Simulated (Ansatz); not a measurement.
CH8OSi, singlet: a relaxation.

in.yaml

```yaml
crystal:
  periodic: [false, false, false]
  atoms:
    - {symbol: Si, position_ang: [-0.976784, 0.206745, 0.425931]}
    - {symbol: O, position_ang: [0.383794, 1.036278, 1.137420]}
    - {symbol: H, position_ang: [-1.458887, -1.121412, -0.205618]}
    - {symbol: H, position_ang: [-1.672267, 0.068391, 1.721572]}
    - {symbol: H, position_ang: [-1.548386, 1.246547, -0.482117]}
    - {symbol: H, position_ang: [0.845359, 0.151619, 0.016025]}
    - {symbol: C, position_ang: [0.848390, -0.464724, -0.922700]}
    - {symbol: H, position_ang: [0.677246, 0.798784, 2.020995]}
    - {symbol: H, position_ang: [0.858653, -1.535654, -0.731504]}
    - {symbol: H, position_ang: [0.196283, -0.273488, -1.802957]}
    - {symbol: H, position_ang: [1.846500, -0.113087, -1.177047]}
basis:
  gaussian: {orbitals: def2-TZVP}
hamiltonian: {xc: pbe0, dispersion: d4}
relax: {f_tol: 0.005, max_steps: 200}
```

Run by:

```bash
ansatz run in.yaml --threads 4 --pin off --events-out ev --progress --plain --max-ram 9574MiB
```

What Ansatz 0.2.0 printed:

```
Functional definition: PBE0
  name "PBE0"
  cite "Adamo & Barone, J. Chem. Phys. 110, 6158 (1999) doi:10.1063/1.478522"
  cite "Perdew, Burke & Ernzerhof, Phys. Rev. Lett. 77, 3865 (1996) doi:10.1103/PhysRevLett.77.3865"
  parent pbe
  parameter a = 0.25
  parameter kappa = 0.804
  parameter beta = 0.06672455060314922
  exchange = (1 - a)*pbe_x(kappa = kappa, mu = beta*pi^2/3) + a*exact_x
  correlation = pbe_c(beta = beta)
951 factors; their error is unknown
mean field evaluation 1: about -11077.9801 eV, gradient 6.3e1 eV
mean field evaluation 2: about -11071.3815 eV, gradient 8.5e1 eV
mean field evaluation 4: about -11085.3796 eV, gradient 3.7e0 eV
mean field evaluation 8: about -11085.4406 eV, gradient 4.1e-2 eV
mean field -11085.44064486 eV, -407.3824297172 hartree, gradient 2.0e-5 eV, S^2 0.000000; 0 other end points of the search recorded, 0 dependent functions left out
the calculation of the forces begins
reference -11085.44067468 eV, -407.3824308130 hartree; 18, 18 occupied and 129, 129 virtual orbitals, 951 factors
relax step   1: F+E_penalty+E_count = -11085.58093168 eV  Δ(F+E_penalty+E_count) = +0.000e0 eV  max|allowed force component| = 1.595e0 eV/Å  Δτ_max = 0.0000 Å  (25 SCF iters, accepted)
relax step   2: F+E_penalty+E_count = -11086.34171798 eV  Δ(F+E_penalty+E_count) = -7.608e-1 eV  max|allowed force component| = 1.555e0 eV/Å  Δτ_max = 0.1923 Å  (28 SCF iters, accepted)
relax step   3: F+E_penalty+E_count = -11087.09679212 eV  Δ(F+E_penalty+E_count) = -7.551e-1 eV  max|allowed force component| = 1.093e0 eV/Å  Δτ_max = 0.1984 Å  (34 SCF iters, accepted)
relax step   4: F+E_penalty+E_count = -11087.47687040 eV  Δ(F+E_penalty+E_count) = -3.801e-1 eV  max|allowed force component| = 3.411e-1 eV/Å  Δτ_max = 0.1946 Å  (28 SCF iters, accepted)
relax step   5: F+E_penalty+E_count = -11087.64127638 eV  Δ(F+E_penalty+E_count) = -1.644e-1 eV  max|allowed force component| = 3.021e-1 eV/Å  Δτ_max = 0.1905 Å  (28 SCF iters, accepted)
relax step   6: F+E_penalty+E_count = -11087.69209481 eV  Δ(F+E_penalty+E_count) = -5.082e-2 eV  max|allowed force component| = 1.643e-1 eV/Å  Δτ_max = 0.2000 Å  (28 SCF iters, accepted)
relax step   7: F+E_penalty+E_count = -11087.70060468 eV  Δ(F+E_penalty+E_count) = -8.510e-3 eV  max|allowed force component| = 1.909e-1 eV/Å  Δτ_max = 0.1002 Å  (28 SCF iters, accepted)
relax step   8: F+E_penalty+E_count = -11087.70576661 eV  Δ(F+E_penalty+E_count) = -5.162e-3 eV  max|allowed force component| = 5.593e-1 eV/Å  Δτ_max = 0.1188 Å  (28 SCF iters, accepted)
relax step   9: F+E_penalty+E_count = -11087.71484755 eV  Δ(F+E_penalty+E_count) = -9.081e-3 eV  max|allowed force component| = 1.065e-1 eV/Å  Δτ_max = 0.0831 Å  (28 SCF iters, accepted)
relax step  10: F+E_penalty+E_count = -11087.71565212 eV  Δ(F+E_penalty+E_count) = -8.046e-4 eV  max|allowed force component| = 4.681e-2 eV/Å  Δτ_max = 0.0389 Å  (28 SCF iters, accepted)
relax step  11: F+E_penalty+E_count = -11087.71602361 eV  Δ(F+E_penalty+E_count) = -3.715e-4 eV  max|allowed force component| = 5.633e-2 eV/Å  Δτ_max = 0.0518 Å  (28 SCF iters, accepted)
relax step  12: F+E_penalty+E_count = -11087.71629354 eV  Δ(F+E_penalty+E_count) = -2.699e-4 eV  max|allowed force component| = 2.775e-2 eV/Å  Δτ_max = 0.0220 Å  (29 SCF iters, accepted)
relax step  13: F+E_penalty+E_count = -11087.71646390 eV  Δ(F+E_penalty+E_count) = -1.704e-4 eV  max|allowed force component| = 8.914e-3 eV/Å  Δτ_max = 0.0233 Å  (28 SCF iters, accepted)
relax step  14: F+E_penalty+E_count = -11087.71656648 eV  Δ(F+E_penalty+E_count) = -1.026e-4 eV  max|allowed force component| = 8.623e-3 eV/Å  Δτ_max = 0.0283 Å  (28 SCF iters, accepted)
relax step  15: F+E_penalty+E_count = -11087.71661954 eV  Δ(F+E_penalty+E_count) = -5.306e-5 eV  max|allowed force component| = 1.172e-2 eV/Å  Δτ_max = 0.0273 Å  (28 SCF iters, accepted)
relax step  16: F+E_penalty+E_count = -11087.71666096 eV  Δ(F+E_penalty+E_count) = -4.142e-5 eV  max|allowed force component| = 1.578e-2 eV/Å  Δτ_max = 0.0186 Å  (29 SCF iters, accepted)
relax step  17: F+E_penalty+E_count = -11087.71671829 eV  Δ(F+E_penalty+E_count) = -5.733e-5 eV  max|allowed force component| = 3.243e-2 eV/Å  Δτ_max = 0.0400 Å  (28 SCF iters, accepted)
relax step  18: F+E_penalty+E_count = -11087.71677458 eV  Δ(F+E_penalty+E_count) = -5.629e-5 eV  max|allowed force component| = 2.051e-2 eV/Å  Δτ_max = 0.0090 Å  (30 SCF iters, accepted)
relax step  19: F+E_penalty+E_count = -11087.71686123 eV  Δ(F+E_penalty+E_count) = -8.665e-5 eV  max|allowed force component| = 1.036e-2 eV/Å  Δτ_max = 0.0326 Å  (28 SCF iters, accepted)
relax step  20: F+E_penalty+E_count = -11087.71688754 eV  Δ(F+E_penalty+E_count) = -2.631e-5 eV  max|allowed force component| = 3.619e-2 eV/Å  Δτ_max = 0.0468 Å  (28 SCF iters, accepted)
relax step  21: F+E_penalty+E_count = -11087.71693522 eV  Δ(F+E_penalty+E_count) = -4.768e-5 eV  max|allowed force component| = 9.324e-3 eV/Å  Δτ_max = 0.0057 Å  (30 SCF iters, accepted)
relax step  22: F+E_penalty+E_count = -11087.71696070 eV  Δ(F+E_penalty+E_count) = -2.548e-5 eV  max|allowed force component| = 3.479e-3 eV/Å  Δτ_max = 0.0152 Å  (29 SCF iters, accepted)
relax step  23: F+E_penalty+E_count = -11087.71694283 eV  Δ(F+E_penalty+E_count) = +1.787e-5 eV  max|allowed force component| = 4.101e-2 eV/Å  Δτ_max = 0.0603 Å  (28 SCF iters, rejected (line search))
relax step  24: F+E_penalty+E_count = -11087.71700337 eV  Δ(F+E_penalty+E_count) = -4.268e-5 eV  max|allowed force component| = 4.338e-3 eV/Å  Δτ_max = 0.0295 Å  (28 SCF iters, accepted)
relax step  25: F+E_penalty+E_count = -11087.71617901 eV  Δ(F+E_penalty+E_count) = +8.244e-4 eV  max|allowed force component| = 1.265e-1 eV/Å  Δτ_max = 0.0976 Å  (28 SCF iters, rejected (line search))
relax step  26: F+E_penalty+E_count = -11087.71702225 eV  Δ(F+E_penalty+E_count) = -1.887e-5 eV  max|allowed force component| = 4.247e-3 eV/Å  Δτ_max = 0.0133 Å  (29 SCF iters, accepted)
relax step  27: F+E_penalty+E_count = -11087.71703681 eV  Δ(F+E_penalty+E_count) = -1.456e-5 eV  max|allowed force component| = 2.984e-2 eV/Å  Δτ_max = 0.0488 Å  (28 SCF iters, accepted)
relax step  28: F+E_penalty+E_count = -11087.71706389 eV  Δ(F+E_penalty+E_count) = -2.708e-5 eV  max|allowed force component| = 1.025e-2 eV/Å  Δτ_max = 0.0102 Å  (29 SCF iters, accepted)
relax step  29: F+E_penalty+E_count = -11087.71707974 eV  Δ(F+E_penalty+E_count) = -1.585e-5 eV  max|allowed force component| = 5.114e-3 eV/Å  Δτ_max = 0.0101 Å  (29 SCF iters, accepted)
relax step  30: F+E_penalty+E_count = -11087.71710580 eV  Δ(F+E_penalty+E_count) = -2.606e-5 eV  max|allowed force component| = 1.324e-2 eV/Å  Δτ_max = 0.0382 Å  (28 SCF iters, accepted)
relax step  31: F+E_penalty+E_count = -11087.71710518 eV  Δ(F+E_penalty+E_count) = +6.209e-7 eV  max|allowed force component| = 2.536e-2 eV/Å  Δτ_max = 0.0343 Å  (28 SCF iters, rejected (line search))
relax step  32: F+E_penalty+E_count = -11087.71712588 eV  Δ(F+E_penalty+E_count) = -2.008e-5 eV  max|allowed force component| = 6.261e-3 eV/Å  Δτ_max = 0.0167 Å  (29 SCF iters, accepted)
relax step  33: F+E_penalty+E_count = -11087.71713681 eV  Δ(F+E_penalty+E_count) = -1.093e-5 eV  max|allowed force component| = 1.087e-2 eV/Å  Δτ_max = 0.0294 Å  (28 SCF iters, accepted)
relax step  34: F+E_penalty+E_count = -11087.71713971 eV  Δ(F+E_penalty+E_count) = -2.904e-6 eV  max|allowed force component| = 1.036e-2 eV/Å  Δτ_max = 0.0029 Å  (21 SCF iters, accepted)
relax step  35: F+E_penalty+E_count = -11087.71714719 eV  Δ(F+E_penalty+E_count) = -7.478e-6 eV  max|allowed force component| = 3.594e-3 eV/Å  Δτ_max = 0.0095 Å  (29 SCF iters, accepted)
Total energy: -11087.71718062 eV, -407.4660908633 hartree
Atom 0 at    -1.427265     0.349752     1.012437 Å, force    -0.000028    -0.000875     0.000612 eV/Å
Atom 1 at    -0.013292     0.989546     1.570389 Å, force     0.000002    -0.000976     0.001473 eV/Å
Atom 2 at    -1.356173    -1.133161     0.904115 Å, force     0.000318     0.001234    -0.000557 eV/Å
Atom 3 at    -2.567049     0.689143     1.908733 Å, force     0.000316     0.000498    -0.000867 eV/Å
Atom 4 at    -1.644128     0.943750    -0.325753 Å, force     0.000182    -0.000662     0.001644 eV/Å
Atom 5 at     1.432748     0.121101    -0.621010 Å, force    -0.000699    -0.001023    -0.001370 eV/Å
Atom 6 at     1.346840    -0.513897    -1.502535 Å, force    -0.001182     0.001583     0.003594 eV/Å
Atom 7 at     0.276294     0.732850     2.446413 Å, force    -0.000786     0.000743    -0.002260 eV/Å
Atom 8 at     0.889126    -1.463585    -1.224856 Å, force     0.000931     0.001377    -0.001208 eV/Å
Atom 9 at     0.726109    -0.017493    -2.248277 Å, force     0.000914    -0.000935     0.000154 eV/Å
Atom 10 at     2.336692    -0.698008    -1.919656 Å, force     0.000032    -0.000962    -0.001215 eV/Å
Dipole moment:    -0.010365    -0.120794     0.258543 e Å

[the SCF lines of later steps are left out]
```

The lines “mean field evaluation” count trial sets of orbitals through the whole run, from several starts and some on an approximate energy, so they need not fall steadily or lie above the final value.

The run took about 53 s on 4 CPU threads of an Arm Neoverse V1 (shared host).
